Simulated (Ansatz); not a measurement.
**Cost against result**

The pair of OH⁻ (SMILES [OH-], atoms 1–2) and SiH4O (SMILES [SiH3]O, atoms 3–8), both closed shells, in one local arrangement (a lower one may exist), relaxed at PBE0-D4/def2-TZVPD:

| atom | x (Å) | y (Å) | z (Å) |
| --- | --- | --- | --- |
| O1 | -0.9384 | 0.2288 | -1.3036 |
| H2 | -0.6108 | 1.0327 | -1.7164 |
| Si3 | -0.1086 | 0.1049 | 0.1984 |
| O4 | 1.4023 | -0.6769 | 0.4558 |
| H5 | -0.7755 | 0.7491 | 1.4173 |
| H6 | 0.6956 | 1.4230 | -0.1412 |
| H7 | -0.8553 | -1.2688 | 0.4330 |
| H8 | 1.1905 | -1.5927 | 0.6567 |

Interaction energies are counterpoise-corrected; the time is that of the whole pair.

Program: Ansatz 0.2.0. Basis: as named in each row. Cores are frozen in the correlated methods. B3LYP uses VWN-RPA correlation. Extrapolation: Hartree–Fock as exp(−7.88 √X), correlation as X^−2.97.

Times are rough, for one single point on 4 threads of a shared host (Arm Neoverse V1).

The estimate by CCSD(T) at an estimated basis limit (MP2 extrapolated from triple and quadruple zeta, plus CCSD(T) − MP2 in triple zeta) is -422.4 kJ/mol.

```
   method        basis  time (s)  interaction energy (kJ/mol)  method less estimate
       HF       STO-3G   under 1                       -325.8                  96.6
   PBE-D4       STO-3G   under 1                       -270.6                 151.8
    SPW92     def2-SVP   under 1                       -451.5                 -29.1
   PBE-D4     def2-SVP   under 1                       -417.0                   5.4
 B3LYP-D4        6-31G   under 1                       -357.8                  64.6
  PBE0-D4     def2-SVP   under 1                       -447.2                 -24.8
  CCSD(T)     def2-SVP   under 1                       -414.8                   7.5
   PBE-D4  def2-TZVPPD         1                       -394.4                  28.0
revPBE-D4  def2-TZVPPD         1                       -390.3                  32.1
  BLYP-D4  def2-TZVPPD         2                       -378.1                  44.3
  wB97M-V     def2-SVP         2                       -442.4                 -20.0
  PBE0-D4  def2-TZVPPD         2                       -425.3                  -2.9
 B3LYP-D4  def2-TZVPPD         2                       -407.0                  15.4
 HSE06-D4  def2-TZVPPD         2                       -425.1                  -2.7
r2SCAN-D4  def2-TZVPPD         2                       -424.1                  -1.7
   B2PLYP  def2-TZVPPD         3                       -403.3                  19.1
   B97M-V  def2-TZVPPD         5                       -431.6                  -9.3
  wB97X-V  def2-TZVPPD         5                       -423.3                  -0.9
  wB97M-V  def2-TZVPPD         6                       -422.4                   0.0
      MP2  def2-QZVPPD        10                       -419.7                   2.7
  CCSD(T)  def2-TZVPPD        47                       -409.4                  13.0
```

The T1 diagnostic stays at or below 0.026.
